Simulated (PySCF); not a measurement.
# How methods differ on the ionisation energy of Ne

Ne [Ne] (1S) → Ne⁺ [He] 2s2 2p5 (2P), as a difference of total energies. Computed with PySCF 2.14 in x2c-TZVPPall with one added diffuse shell each of s, p, d type (6s4p3d1f, 40 functions), with the spin-free X2C one-electron Hamiltonian (Gaussian nucleus). Correlated levels: valence: 1s2 frozen; valence and next inner shell: nothing frozen. The calculations carry no spin-orbit coupling.

Q: Order these methods by the ionisation energy they give, lowest first.
A. MP2 (valence and next inner shell)
B. PBE0
C. wB97X-V
D. LDA

A: B (21.435 eV), C (21.502 eV), A (21.580 eV), D (22.166 eV).

Errors of the correlated levels include the incompleteness of this basis and the frozen core.

For comparison: 21.597 eV (measured; NIST levels, between the centres of gravity of the two terms).
